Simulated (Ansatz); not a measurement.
We consider chalcopyrite ZnGeP₂, described by RPBE in Ansatz (PAW).

Run with plane-wave cutoff 520 eV, 10×10×10 k mesh, Fermi–Dirac smearing 0.01 eV, scalar-relativistic PAW data made under PBE.

The cell is scaled about its equilibrium volume (c/a stays at 1.970):

Shape and atoms are relaxed at each volume.

```csv
V (Å³/atom),P (GPa),direct gap at Γ (eV)
20.247,3.06,1.370
20.668,1.45,1.229
21.090,0.01,1.093
21.512,-1.27,0.964
21.934,-2.42,0.838
```

A straight line through the gaps at Γ against ln V gives a volume deformation potential dE_g(Γ)/d ln V of -6.6 eV: the gap at Γ widens under compression.

Measured, for comparison: band gap 2.05 eV (temperature not stated, no zero-point or thermal correction, pseudodirect, our sources range from 1.80 to 2.20; as tabulated in Rashkeev et al. (1999), arXiv:cond-mat/9809378).

Note: the bulk modulus comes from volumes at which shape and atoms were relaxed.

Spin–orbit coupling is not included.

Ansatz is an electronic-structure program.
